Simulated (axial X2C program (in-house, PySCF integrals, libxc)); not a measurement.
**Potential curves of MgSi⁻, scalar-relativistic**

Calculated with an in-house all-electron X2C program for linear molecules (integrals from PySCF). Spin-free means the one-electron spin-free X2C Hamiltonian. Basis: Si dyall-av3z [9s8p3d2f], Mg dyall-av3z [10s9p6d4f] (cores contracted in-house); Gaussian nuclei, density fitting, unrestricted open shells. Masses: Si 27.977 u, Mg 23.985 u.

State: M_S = 3/2, Λ = 0 (beyond evenly filled blocks: σα, π+α, π-α). Energies in kJ/mol from the fragments at the same level (Si- + Mg). Fits are polynomials in 1 − R0/R over 0.85 to 1.23 times the lowest point R0.

```csv
R (Å),PBE0,MP2,BHandHLYP
2.3368,-73.06,-53.28,-50.33
2.4443,-89.15,-70.06,-66.87
2.5248,-95.74,-77.34,-73.93
2.6054,-98.98,-81.40,-77.72
2.6860,-99.73,-83.06,-79.11
2.7800,-98.38,-82.83,-78.57
2.8740,-95.45,-80.97,-76.49
2.9949,-90.23,-77.06,-72.41
3.1426,-82.81,-71.04,-66.37
3.3575,-71.61,-61.53,-57.09
```

Correlated methods: 7 electrons correlated (number of frozen shells: Si 2 s, 1 p; Mg 2 s, 1 p), 277 virtual spin orbitals or spinors in MP2.

One determinant describes the state; a PBE0 search over occupations chose it and may have missed a lower one. De is counted from the lowest determinant-based energies of the atoms at the same level, without counterpoise correction. Other states lie close and PBE0, whose exact exchange favours high spin, may order them wrongly; the determinant shown need not be the ground state. The nearest other spin-free determinant of the search, M_S = 1/2, Λ = 0, lies 0.21 eV up at the distance of the search. The highest occupied level of some functionals is positive through self-interaction error; at Hartree–Fock it is bound. MP2 and coupled cluster on one determinant become unreliable at the stretched end.

(1) What are Re, ωe and De at the PBE0 level?

(2) Fit the MP2 curve near its minimum: give the equilibrium distance, the harmonic wavenumber and the well depth.

(3) What are Re, ωe and De at the BHandHLYP level?

Results:

(1) At PBE0, spin-free: Re = 2.675 Å, ωe ≈ 250 cm⁻¹, De = 1.03 eV to Si- + Mg; Be follows as 0.182 cm⁻¹.

(2) At MP2, spin-free: Re = 2.721 Å, ωe ≈ 225 cm⁻¹, De = 0.86 eV to Si- + Mg; Be follows as 0.176 cm⁻¹.

(3) At BHandHLYP, spin-free: Re = 2.707 Å, ωe ≈ 230 cm⁻¹, De = 0.82 eV to Si- + Mg; Be follows as 0.178 cm⁻¹.
